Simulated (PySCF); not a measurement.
Static response to an electric field

C₅H₉F.
Structure used (PBE0-D3(BJ)/def2-SVP), in Å, numbered top down from 1:
```
atom  x, y, z in Å
C1     2.0525    0.1785   -0.5317
C2     1.3210   -0.5009    0.5789
C3     0.0097   -0.7472    0.6694
C4    -1.0485   -0.3770   -0.3208
C5    -1.8934    0.7948    0.1341
F6    -1.8831   -1.4719   -0.4933
H7     1.4013    0.4578   -1.3712
H8     2.5435    1.0977   -0.1708
H9     2.8550   -0.4687   -0.9220
H10    1.9461   -0.8266    1.4190
H11   -0.3763   -1.2512    1.5632
H12   -0.6032   -0.1563   -1.3057
H13   -2.3445    0.5836    1.1153
H14   -1.2778    1.7018    0.2228
H15   -2.7024    0.9841   -0.5871
```

Level: CAM-B3LYP/def2-SVPD (PySCF), static field, nuclei fixed, core orbitals frozen in the response. The polarisability tensor in these axes (au):

```
x   80.76  1.68 -1.44
y    1.68 55.64 -2.69
z   -1.44 -2.69 56.45
```

Task: What are the eigenvalues, a third of the trace, and Δα (Δα² = ½Σ(αi − αj)² over the three pairs)?

Result: Principal values 53.32, 58.55 and 80.98 au; mean 64.29 au = 9.53 Å³ = 10.60 × 10⁻⁴⁰ C²·m²/J; Δα = 25.45 au (40 % of the mean).

Task: What is the dipole moment, and where does it point?

Result: (1.52, 1.77, 0.21) D, 2.35 D in size, pointing from the negative to the positive side. Measured along this direction, the outermost atoms are F6 at the negative end and H8 at the positive end.

Task: Directions of the eigenvectors, and the extent of the frame along each?

Result: Largest value along (1.00, 0.07, -0.07), where the nuclei span 5.45 Å; middle along (0.10, -0.64, 0.76), 3.30 Å; least along (-0.01, 0.76, 0.65), 2.87 Å. The response follows the extents in order.

Task: Find the Langevin capture rate constant for O2+ (31.990 u) meeting this molecule (88.069 u), k = 2.342 × 10⁻⁹ cm³/s × √(α in Å³ / reduced mass in u).

Result: The reduced mass is 23.47 u, so k = 1.49 × 10⁻⁹ cm³/s. The formula leaves out the permanent dipole, which adds to the capture rate.

Task: How large is μ²/3kT at 298 K beside α?

Result: In Gaussian units μ²/3kT = 44.58 Å³ against 9.53 Å³, a ratio of 4.68; the Debye molar polarisation (4π/3)N_A(α + μ²/3kT) is 136.5 cm³/mol, leaving out the vibrational part.

Task: Sum over states: ᾱ = Σ f/ω², ω in Eh. What share falls to these 10 lowest TDDFT singlets (eV, f)? 7.09, 0.1193; 7.28, 0.3627; 7.57, 0.0109; 7.82, 0.0113; 8.22, 0.0220; 8.69, 0.0042; 8.85, 0.0134; 8.95, 0.0178; 9.07, 0.0091; 9.17, 0.0494.

Result: They add up to 8.20 au, 12.7 % of the 64.29 au; the largest single term is 5.07 au, from the state at 7.28 eV. Terms in order: 1.76, 5.07, 0.14, 0.14, 0.24, 0.04, 0.13, 0.16, 0.08, 0.44 au. Higher excitations give the rest. The strengths listed sum to 0.620.

Task: What depolarisation ratio follows for Rayleigh scattering of linearly polarised light, taking the static tensor?

Result: ρ = 3Δα²/(45ᾱ² + 4Δα²) = 1943.8/(185969 + 2591.8) = 0.0103.

The structure is a single PBE0-D3(BJ)/def2-SVP conformer in the gas phase; no vibrational or solvent corrections.

These values come from a run that also computed excited states and ΔSCF ions. On one thread of an Arm Neoverse V1, shared host, this took 78 s of wall time.
